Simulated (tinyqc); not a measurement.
Worked calculation: extended Hueckel theory, for H3O+. The parameters take no account of the charge, which enters only through the electron count. One step of it, computed by the program tinyqc.

Problem. Wolfsberg-Helmholz matrix. H_ij = K' S_ij (H_ii + H_jj)/2 for i != j (the diagonal keeps H_ii), with K' = K + D^2 + D^4 (1 - K), D = (H_ii - H_jj)/(H_ii + H_jj), K = 1.5.

overlap S, lower triangle:
```
           1O 2s     1O 2px     1O 2py     1O 2pz     2H 1s     3H 1s     4H 1s
1O 2s   1.000000
1O 2px  0.000000   1.000000
1O 2py  0.000000   0.000000   1.000000
1O 2pz  0.000000   0.000000   0.000000   1.000000
2H 1s   0.438357   0.346066   0.000000  -0.156572  1.000000
3H 1s   0.438300  -0.173002   0.299691  -0.156544  0.208790  1.000000
4H 1s   0.438300  -0.173002  -0.299691  -0.156544  0.208790  0.208735  1.000000
```

diagonal H_ii (eV): 1O 2s -32.300000, 1O 2px -14.800000, 1O 2py -14.800000, 1O 2pz -14.800000, 2H 1s -13.600000, 3H 1s -13.600000, 4H 1s -13.600000

K = 1.500000

Give: H.

Solution.

H (eV), lower triangle:
```
           1O 2s    1O 2px    1O 2py    1O 2pz     2H 1s     3H 1s     4H 1s
1O 2s   -32.3000
1O 2px    0.0000  -14.8000
1O 2py    0.0000    0.0000  -14.8000
1O 2pz    0.0000    0.0000    0.0000  -14.8000
2H 1s   -16.6217   -7.3800    0.0000    3.3389  -13.6000
3H 1s   -16.6195    3.6893   -6.3910    3.3383   -4.2593  -13.6000
4H 1s   -16.6195    3.6893    6.3910    3.3383   -4.2593   -4.2582  -13.6000
```
